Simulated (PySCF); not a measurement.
## Property card for CFCl3, `FC(Cl)(Cl)Cl`

Compound: CFCl3.
Bonds: F1–C2, C2–Cl3, C2–Cl4, C2–Cl5.

Some functional groups and rings: C–F bond and C–Cl bond.

GFN2-xTB geometry:

| Item | Value |
| --- | --- |
| Point group of the GFN2-xTB geometry | C3v |
| Rotational constants A, B, C of the GFN2-xTB geometry | 2.444, 2.444, 1.709 GHz |

**B97-2/cc-pCVDZ ground state and GIAO shieldings, non-relativistic (PySCF)**

| Item | Value |
| --- | --- |
| Dipole moment | 0.29 D |
| HOMO energy | -8.84 eV |
| LUMO energy | -1.25 eV |
| HOMO–LUMO gap | 7.59 eV |
| 13C isotropic shieldings by class | 41.9 (C2) ppm |
| Isotropic shieldings of nuclei other than C and H, by class | 189 (F1), 425 (Cl3/Cl4/Cl5) ppm |

Monoisotopic mass (most abundant isotopes): 135.9050 u.

Point group C3v permits a dipole; with 0.29 D the species has a pure rotational spectrum. The dipole matches unit charges of opposite sign 0.06 Å apart (1 e·Å = 4.8032 D). The rotational constants are those of an oblate symmetric top. With B = h/(8π²I), that is 505.379 GHz u Å² over I, the principal moments of inertia are 206.7, 206.8 and 295.7 u Å² (most abundant isotopes); the inertial defect Ic − Ia − Ib is -117.8 u Å² (zero for a rigid planar frame, negative otherwise).

Geometry: GFN2-xTB; no solvent, vibrations or thermal averaging. The shieldings hold no spin–orbit term; for a carbon that bears several chlorines this term is known to matter.

For the NMR shielding job (B97-2/cc-pCVDZ), on an Intel Xeon at 2.30 GHz with one thread, shared host, this took 4.5 s and 0.68 GiB of memory at its peak.
